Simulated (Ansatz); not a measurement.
The input, for Ansatz 0.2.0:

```yaml
crystal:
  periodic: [false, false, false]
  atoms:
    - {symbol: Cu, position_ang: [0.000000, 0.000000, 0.000000]}
    - {symbol: N, position_ang: [0.000000, 0.000000, 1.828800]}
basis:
  gaussian: {orbitals: def2-SVP}
total_charge: 1
magnetization: {spin_polarized: true, initial_magnetization: 1}
hamiltonian: {xc: {name: B3LYP}}
```

```sh
$ ansatz run in.yaml --threads 1 --pin off --events-out ev --progress --plain --max-ram 2393MiB
```

Problem. Roughly how long does this take on 1 thread of Arm Neoverse V2, shared host, and how much host memory?

Solution. 17 s wall and 0.12 GiB.

```
486 factors; integrals over basis functions are off by at most 1.0e-3 eV
mean field evaluation 1: about -46093.1371 eV, gradient 7.2e1 eV
mean field evaluation 2: about -45345.5698 eV, gradient 1.7e2 eV
mean field evaluation 4: about -46082.2548 eV, gradient 8.3e1 eV
mean field evaluation 8: about -46110.3758 eV, gradient 2.5e-1 eV
mean field evaluation 16: about -46111.0204 eV, gradient 8.6e-2 eV
mean field evaluation 32: about -46072.5189 eV, gradient 7.6e1 eV
mean field evaluation 64: about -46110.3819 eV, gradient 9.0e-3 eV
mean field evaluation 96: about -46110.3819 eV, gradient 1.7e-4 eV
mean field evaluation 128: about -46111.0055 eV, gradient 1.8e-1 eV
mean field evaluation 160: about -46110.5468 eV, gradient 4.2e0 eV
mean field evaluation 192: about -46111.0205 eV, gradient 1.2e-1 eV
mean field -46111.02104499 eV, -1694.5487682307 hartree, gradient 2.0e-6 eV, S^2 1.740885; 14 other end points of the search recorded, 0 dependent functions left out
reference -46111.02134908 eV, -1694.5487794058 hartree; 18, 17 occupied and 27, 28 virtual orbitals, 486 factors
Total energy: -46111.02134908 eV, -1694.5487794058 hartree
```
